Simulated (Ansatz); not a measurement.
## Relaxing Zr2H

These are results of DFT PBE, scalar-relativistic, plane waves, PAW (Ansatz 0.2.0), not measurements. Cutoff 420 eV, Γ-centred k mesh, Gaussian smearing, no spin polarisation in the final step.

Zr2H was placed on the CaC2 structure type (I4/mmm, No. 139), with H in place of Ca, Zr in place of C, at a guessed volume.

```yaml
crystal:
  lattice:
    - [-1.83613, 1.83613, 3.01144]
    - [1.83613, -1.83613, 3.01144]
    - [1.83613, 1.83613, -3.01144]
  atoms:
    - { symbol: Zr, position: [0.59300, 0.59300, 0.00000] }
    - { symbol: Zr, position: [0.40700, 0.40700, 0.00000] }
    - { symbol: H, position: [0.00000, 0.00000, 0.00000] }
```

Cell and atoms relax at zero pressure; the relaxation can't lower the symmetry of the start. After a coarse first stage the cell is made exact in the group found at 0.06 Å.

The zero of energy is the elements' standard structures at the same level (H₂ as a molecule); no fitted shifts are applied.

Problem. Describe the relaxed structure.

Solution. It keeps I4/mmm (No. 139), but not the shape of the type it started on. The result has the MoSi2 (C11b) structure. Conventional cell: a = 3.027 Å, c = 10.513 Å. Zr is coordinated by 4 H at 2.60 Å and 9 Zr at 2.95–3.14 Å; H has 8 Zr at 2.60 Å and 4 H at 3.03 Å.

Space group I4/mmm (No. 139). a = 3.027 Å, b = 3.027 Å, c = 10.513 Å, α = 90.00°, β = 90.00°, γ = 90.00°
```
atom site symmetry x y z
  Zr    4e       4mm  0.5000  0.5000  0.1405
   H    2a     4/mmm  0.0000  0.0000  0.0000
```

Problem. What are its volume, energy, density and gap?

Solution. The volume per atom is 16.05 Å³ and the density is 6.33 g/cm³. The energy over the elements is 0.16 eV/atom. The gap on the 22×22×22 mesh is 0 eV (a metal).

The final run used a 22×22×22 mesh on its 3-atom cell and 0.10 eV smearing. The k mesh leaves about 4 meV/atom of noise in metals. Symmetry constrained the relaxation, so the result can be a saddle point.

Cost: 3 runs of about 5 core-minutes in all, on Intel Xeon Platinum 8259CL (Skylake/Cascade Lake) (shared hosts).